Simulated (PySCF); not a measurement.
**Solvent effects on NMR parameters**

Cartesian coordinates in Å; atom numbers follow the order of the lines, from 1:
```xyz
10

P     1.6971    0.6692    0.5571
B     0.3179   -0.6160   -0.0513
P    -1.3509    0.0600    0.6374
H     2.8128   -0.0980    0.1084
H     1.7096    1.5315   -0.5836
H     0.1309   -0.7499   -1.2478
H     0.4289   -1.6717    0.5534
H    -2.5258   -0.6928    0.3907
H    -1.7788    1.3387    0.2017
H    -1.4322    0.2339    2.0399
```

GIAO PBE0/pcSseg-1 in PySCF 2.14.0 with density-fitted response routines on one PBE0-D3(BJ)/def2-SVP conformer, non-relativistic, equivalent nuclei averaged. Solvents enter as an IEF-PCM continuum (methanol with ε = 32.6, dimethylsulfoxide with ε = 46.8) around the gas-phase geometry. Shifts are referred to BF3·OEt2, TMS computed in the same medium.

Gas phase, δ in ppm: B2 -45.8, H8/H9/H10 4.21, H4/H5 1.90, H6/H7 1.76. Dipole moment 4.42 D.

(1) How does each δ change in the continuum?

(2) Which nuclei move most (in ppm), and what does the model miss?

## Answers

(1) 
| atoms | environment | Δδ, methanol | Δδ, dimethylsulfoxide |
| --- | --- | --- | --- |
| B2 | boron bonded to 2 P, 2 H | -0.3 | -0.3 |
| H8/H9/H10 | hydrogen on a phosphorus bonded to B | +0.36 | +0.37 |
| H4/H5 | hydrogen on a phosphorus bonded to B | -0.16 | -0.16 |
| H6/H7 | hydrogen on a boron bonded to 2 P | -0.46 | -0.47 |

Changes are relative to the gas phase. The dipole moment becomes 5.97 D in methanol, 5.99 D in dimethylsulfoxide.

(2) H6/H7 (hydrogen on a boron bonded to 2 P, -0.47 ppm) in dimethylsulfoxide. A continuum only polarises the solute; specific hydrogen bonds, the anisotropy of aromatic solvents and changes of geometry or conformer are outside it.
